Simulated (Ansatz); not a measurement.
Si–AsH$_{2}$, doublet: the ladder up to UCCSDT(Q)

Geometry: displaced at random from a stationary point.

```xyz
4

Si    0.0419    0.0113    1.7224
As   -0.0397   -0.0049   -0.6185
H     0.9447    1.1905   -1.0240
H     0.8419   -1.1444   -0.9942
```

Basis cc-pVDZ; Ansatz 0.2.0. Only valence electrons are correlated (noble-gas cores and the filled d shells of p-block atoms frozen), which leaves 11 electrons in 36 orbitals. R marks a restricted (for open shells ROHF) determinant, U an unrestricted one. Active spaces: valence = (11e, 10o) chosen from the atoms' valence shells. No spin–orbit coupling is included, and no scalar relativity.

Full CI isn't at hand for all of this; UCCSDT(Q) serves as the reference, and is uncertain by the last step of the cluster series or more. The frozen core follows each run's orbitals, which can shift R against U totals by a few meV for light atoms and by up to 0.1 eV past Ca.

* UHF ⟨S²⟩: 0.838
* T1 diagnostic (RCCSD): 0.0251
* largest doubles amplitude (RCCSD): 0.064
* T1 diagnostic (UCCSD): 0.0362

Q: From what is known of these methods and the diagnostics, rank them by the size of their error in total energy against UCCSDT(Q) in cc-pVDZ, smallest first (an estimate: the text doesn't fix the numbers).
A. UHF
B. UCCSD
C. UCCSD(T)
D. UCCSDT
E. UMP2

A: D (1.3 kJ/mol), C (4.9 kJ/mol), B (23.4 kJ/mol), E (129.6 kJ/mol), A (579.5 kJ/mol).

All errors are against UCCSDT(Q) in cc-pVDZ. Within each family the higher level lies nearer, as is usual though not guaranteed.

Natural occupations of CASSCF (valence space) about the gap: 1.973 1.967 1.963 1.934 1.001 0.071 0.038 0.034 0.027; effectively unpaired electrons, Σ n²(2−n)², 1.06.
